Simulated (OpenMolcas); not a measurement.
# HF/6-31G(d) (RICD fitting, spherical functions, fitting threshold 0.001) run of H2O3 (trioxidane), part 1 of 2

Aim: the vertical electron affinity of H2O3 (trioxidane) at HF/6-31G* (RICD fitting, spherical functions, fitting threshold 0.001), from 2 runs. 

The results are computed with OpenMolcas 26.06.

## 1. The molecule

H2O3: 5 atoms, total charge 0, spin state singlet. SMILES: `OOO`. Geometry: relaxed at GFN2-xTB. This is a higher conformer, about 11 kJ/mol above the lowest found by a separate search.

Bond lengths: O1–O2 1.390 Å, O2–O3 1.391 Å, O1–H4 0.972 Å, O3–H5 0.972 Å. Angles: O1–O2–O3 110.7°, O2–O1–H4 106.7°, O2–O3–H5 106.5°.

## 2. The energy at HF/6-31G(d) (RICD fitting, spherical functions, fitting threshold 0.001)

job.input reads:

```
&GATEWAY
 BASLIB=$CurrDir
 COORD
 5
 bohr
 O     -1.85952830    -1.30903218    -0.26032867
 O     -0.24005191    -0.09276666     1.41202226
 O      2.22313050    -0.10731755     0.49533501
 H     -2.60542210    -0.00287238    -1.31519269
 H      2.48185291     1.51198877    -0.33183591
 BASIS=6-31Gs
 GROUP=NoSym
 RICD
 CDTHRESHOLD=0.001

&SEWARD

&SCF
 PRORBITALS=0
```

The basis set 6-31G* is read from a file made from the Basis Set Exchange's data (not shown).

On the command line:

```console
$ export MOLCAS_MEM=1860
$ pymolcas job.input > job.log
```

Standard output:

```text
--- Start Module: gateway ---

                                              &GATEWAY

                       available to each process: 1.9 GB of memory, 1 thread

 Basis Set     1 Label: O.6-31GS
 Basis set is read from library:.
 basistype.tbl is not found

 Basis Set     2 Label: H.6-31GS
 Basis set is read from library:.
 basistype.tbl is not found

++    Symmetry information:
      ---------------------

                    Character Table for C1

                             E
                    a        1  x, y, xy, Rz, z, xz, Ry, yz, Rx, I
--

++    Basis set information:
      ----------------------

      Basis set label: O.6-31GS.........

      Electronic valence basis set:
      ------------------
      Associated Effective Charge   8.000000 au
      Associated Actual Charge      8.000000 au
      Nuclear Model: Point charge

      Shell  nPrim  nBasis  Cartesian Spherical Contaminant
         s      10       3        X
         p       4       2        X
         d       1       1                 X

      Basis set label: H.6-31GS.........

      Electronic valence basis set:
      ------------------
      Associated Effective Charge   1.000000 au
      Associated Actual Charge      1.000000 au
      Nuclear Model: Point charge

      Shell  nPrim  nBasis  Cartesian Spherical Contaminant
         s       4       2        X
--

++    Molecular structure info:
      -------------------------

                    ************************************************
                    **** Cartesian Coordinates / bohr, angstrom ****
                    ************************************************

     Center  Label                x              y              z                     x              y              z
        1      O1              -1.859528      -1.309032      -0.260329             -0.984020      -0.692710      -0.137760
        2      O2              -0.240052      -0.092767       1.412022             -0.127030      -0.049090       0.747210
        3      O3               2.223130      -0.107318       0.495335              1.176430      -0.056790       0.262120
        4      H4              -2.605422      -0.002872      -1.315193             -1.378730      -0.001520      -0.695970
        5      H5               2.481853       1.511989      -0.331836              1.313340       0.800110      -0.175600

                    ***************************************
                    *    InterNuclear Distances / bohr    *
                    ***************************************

               1 O1            2 O2            3 O3            4 H4            5 H5
    1 O1       0.000000
    2 O2       2.626550        0.000000
    3 O3       4.322412        2.628268        0.000000
    4 H4       1.837158        3.611199        5.157891        0.000000
    5 H5       5.177921        3.609023        1.836655        5.398348        0.000000

                    *******************************************
                    *    InterNuclear Distances / angstrom    *
                    *******************************************

               1 O1            2 O2            3 O3            4 H4            5 H5
    1 O1       0.000000
    2 O2       1.389910        0.000000
    3 O3       2.287322        1.390820        0.000000
    4 H4       0.972182        1.910964        2.729438        0.000000
    5 H5       2.740038        1.909813        0.971916        2.856683        0.000000

                    **************************************
                    *    Valence Bond Angles / degree    *
                    **************************************
                          Atom centers                 Phi
                      2 O2       1 O1       4 H4       106.66
                      1 O1       2 O2       3 O3       110.68
                      2 O2       3 O3       5 H5       106.51

           ***************************************************************
           *              Valence Dihedral Angles / degree               *
           ***************************************************************
                    Atom centers                       Phi1     Phi2     Theta
           3 O3       2 O2       1 O1       4 H4        110.68   106.66   -95.31
           1 O1       2 O2       3 O3       5 H5        110.68   106.51    96.91
--

            Nuclear Potential Energy             79.94732601 au

--- Stop Module: gateway /rc=_RC_ALL_IS_WELL_ ---

--- Start Module: seward ---

                                              &SEWARD

                       available to each process: 1.9 GB of memory, 1 thread

               SEWARD will generate:
                  Multipole Moment integrals up to order  2
                  Kinetic Energy integrals
                  Nuclear Attraction integrals (point charge)
                  One-Electron Hamiltonian integrals
                  Velocity integrals
                  Orbital angular momentum around (  0.0370  -0.4523   0.4937 )
                  Velocity quadrupole around (  0.0370  -0.4523   0.4937 )
                  RI decomposed two-electron repulsion integrals stored Cholesky style
                   - acCD auxiliary basis
                   - CD Threshold:   1.00E-03

                   Integrals are discarded if absolute value <: 1.00E-14
                   Integral cutoff threshold is set to       <: 1.00E-16

            Nuclear Potential Energy             79.94732601 au

      Basis set specifications :
      Symmetry species         a
      Basis functions           46

--- Stop Module: seward /rc=_RC_ALL_IS_WELL_ ---

--- Start Module: scf ---

                                                &SCF

                       available to each process: 1.9 GB of memory, 1 thread

++    Input section:
      --------------

      Header of the integral files:

      Cartesian coordinates in angstrom:
      -----------------------------------------------------
      No.  Label        X            Y            Z
      -----------------------------------------------------
       1   O1        -0.98402000  -0.69271000  -0.13776000
       2   O2        -0.12703000  -0.04909000   0.74721000
       3   O3         1.17643000  -0.05679000   0.26212000
       4   H4        -1.37873000  -0.00152000  -0.69597000
       5   H5         1.31334000   0.80011000  -0.17560000
      -----------------------------------------------------
      Nuclear repulsion energy =   79.94732601
--

++    Orbital specifications:
      -----------------------

      Symmetry species               1
                                     a
      Frozen orbitals                0
      Occupied orbitals             13
      Secondary orbitals            33
      Deleted orbitals               0
      Total number of orbitals      46
      Number of basis functions     46
--

      Molecular charge                           0.000

++    Optimization specifications:
      ----------------------------

      SCF Algorithm: LK-RI/DF
      LK screening threshold:                     4.50E-02
      Local-Exchange (LK) algorithm.
       - the density matrix is decomposed
      The actual AO density is used
      Number of density matrices in core                 5
      Maximum number of NDDO SCF iterations            400
      Maximum number of HF SCF iterations              400
      Threshold for SCF energy change             1.00E-09
      Threshold for density matrix                1.00E-04
      Threshold for Fock matrix                   1.50E-04
      Threshold for linear dependence             1.00E-09
      Threshold at which DIIS is turned on        1.50E-01
      Maximum depth in the DIIS procedure                5
      Maximum depth in the BFGS Hessian update          30
      Threshold at which QNR/C2DIIS is turned on  7.50E-02
      Threshold for Norm(delta) (QNR/C2DIIS)      1.00E-03
      All orbitals punched on: SCFORB
--

      Input vectors read from INPORB
      Orbital file label: *Guess orbitals

++ Convergence information
                                   SCF        iterations: Energy and convergence statistics

Iter     Tot. SCF        One-elec.       Two-elec.     Energy      Max Dij or  Max Fij      DNorm      TNorm      AccCon     Time
         Energy          Energy          Energy        Change      Delta Norm                                                in Sec.
   1  -225.222442120  -467.928155697   162.758387565   0.00E+00    2.20E-01*   1.31E-01*    6.18E+00   8.78E+01   None         0.
   2  -225.504112152  -470.823060553   165.371622388  -2.82E-01*   4.76E-02*   3.29E-02*    6.33E+00   8.86E+01   EDIIS        0.
   3  -225.517821241  -469.837421872   164.372274619  -1.37E-02*   1.85E-02*   1.47E-02*    6.37E+00   8.83E+01   c2DIIS       0.
   4  -225.521107372  -470.173555818   164.705122433  -3.29E-03*   1.57E-02*   6.55E-03*    6.37E+00   8.84E+01   QNRc2DIIS    0.
   5  -225.521400778  -470.136280705   164.667553915  -2.93E-04*   6.78E-03*   5.84E-03*    6.38E+00   8.84E+01   QNRc2DIIS    0.
   6  -225.521630024  -470.147099404   164.678143368  -2.29E-04*   2.51E-03*   7.68E-04*    6.38E+00   8.84E+01   QNRc2DIIS    0.
   7  -225.521639561  -470.156862448   164.687896875  -9.54E-06*   9.21E-04    1.94E-04*    6.38E+00   8.84E+01   QNRc2DIIS    0.
   8  -225.521640441  -470.150469458   164.681503005  -8.80E-07*   2.65E-04    9.22E-05     6.38E+00   8.84E+01   QNRc2DIIS    0.
   9  -225.521640601  -470.153930712   164.684964098  -1.60E-07*   7.12E-05    1.78E-05     6.38E+00   8.84E+01   QNRc2DIIS    0.
  10  -225.521640611  -470.153980778   164.685014155  -1.05E-08*   4.69E-05    8.69E-06     6.38E+00   8.84E+01   QNRc2DIIS    0.
  11  -225.521640614  -470.153872217   164.684905591  -2.37E-09*   3.80E-06    1.24E-06     6.38E+00   8.84E+01   QNRc2DIIS    0.
  12  -225.521640614  -470.153860764   164.684894138  -3.02E-11    1.37E-06    3.43E-07     6.38E+00   8.84E+01   QNRc2DIIS    0.

       Convergence after  12 Iterations
--

 *****************************************************************************************************************************
 *                                             SCF/KS-DFT Program, Final results                                             *
 *                                                       Final Results                                                       *
 *****************************************************************************************************************************

::    Total SCF energy                               -225.5216406137
      One-electron energy                            -470.1538607640
      Two-electron energy                             164.6848941380
      Nuclear repulsion energy                         79.9473260122
      Kinetic energy (interpolated)                   225.1956641374
      Virial theorem                                    1.0014475255
      Total spin, S(S+1)                                0.0000000000
      Total spin, S                                     0.0000000000
      Max non-diagonal density matrix element           0.0000009516
      Max non-diagonal Fock matrix element              0.0000001251

      No orbitals printed

++    Molecular charges:
      ------------------

      Mulliken charges per centre
      ---------------------------

                O1      O2      O3      H4      H5
      Total    8.4277  8.0844  8.4287  0.5298  0.5295

      N-E     -0.4277 -0.0844 -0.4287  0.4702  0.4705

      Total electronic charge=   26.000000

      Total            charge=   -0.000000
--

++    Molecular properties:
      ---------------------

      Charge (e):
                      =   -0.0000
      Dipole Moment (debye):
      Origin of the operator (angstrom)=    0.0196   -0.2394    0.2612
                   X= -4.3314E-01               Y=  2.9095E+00               Z= -2.1566E+00           Total=  3.6474E+00
      Quadrupole Moment (debye*angstrom):
      Origin of the operator (angstrom)=    0.0196   -0.2394    0.2612
                  XX= -1.4914E+01              XY=  7.1090E-01              XZ=  9.1286E-01              YY= -1.5389E+01
                  YZ= -2.1896E+00              ZZ= -1.5724E+01
      In traceless form (debye*angstrom)
                  XX=  6.4213E-01              XY=  1.0663E+00              XZ=  1.3693E+00              YY= -7.0094E-02
                  YZ= -3.2844E+00              ZZ= -5.7203E-01
--

--- Stop Module: scf /rc=_RC_ALL_IS_WELL_ ---

.##################.
.# Happy landing! #.
.##################.

    Timing: Wall=2.00 User=1.28 System=0.23
```

It took 2.2 s on 1 thread of Arm Neoverse V1, shared host; peak memory 0.092 GiB.

(Continued in part 2 of 2.)
